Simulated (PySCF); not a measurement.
oxygen (O2), SMILES O=O (connectivity only; charge and spin as stated), neutral, multiplicity 3. Coordinates come from a PBE-D3(BJ)/def2-TZVPD optimisation.

Computed with PySCF 2.14.0 with PBE-D3(BJ)/def2-TZVPD.

Harmonic wavenumbers (cm⁻¹): 1555. Rotational constants (GHz): 42.56 (linear); symmetry number 2.

**Question.** Work out the zero-point energy and the ideal-gas rigid-rotor harmonic-oscillator thermochemistry at 298.15 K and 1 atm.

**Answer.** ZPE = ½ Σ hcν = ½ × 1555 cm⁻¹ = 9.30 kJ/mol. H − E(el) = 17.99 kJ/mol. Entropy in J/(mol K): translation 151.97, rotation 43.99, vibration 0.04, spin 9.13, total 205.13. G − E(el) = -43.17 kJ/mol. Cp = 29.36 J/(mol K).
